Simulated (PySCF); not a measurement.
How methods differ on the ionisation energy of S

S [Ne] 3s2 3p4 (3P) → S⁺ [Ne] 3s2 3p3 (4S), as a difference of total energies. All numbers are calculated (PySCF 2.14, scalar relativity by spin-free X2C-1e, in x2c-SVPall (4s3p1d, 18 functions)). Correlated levels: valence: [Ne] frozen. The calculations carry no spin-orbit coupling.

```tsv
method	ionisation energy (eV)
UHF	9.173
B3LYP	10.425
r2SCAN	10.323
MP2 (valence)	9.549
SCS-MP2 (valence)	9.589
CCSD (valence)	9.549
CCSD(T) (valence)	9.553
```

Task: How much does correlation contribute at CCSD(T) (valence)?

Result: 9.553 − (9.173) = 0.380 eV, measured against UHF.

Errors of the correlated levels include the incompleteness of this basis and the frozen core.

For comparison: 10.336 eV (measured; NIST levels, between the centres of gravity of the two terms).
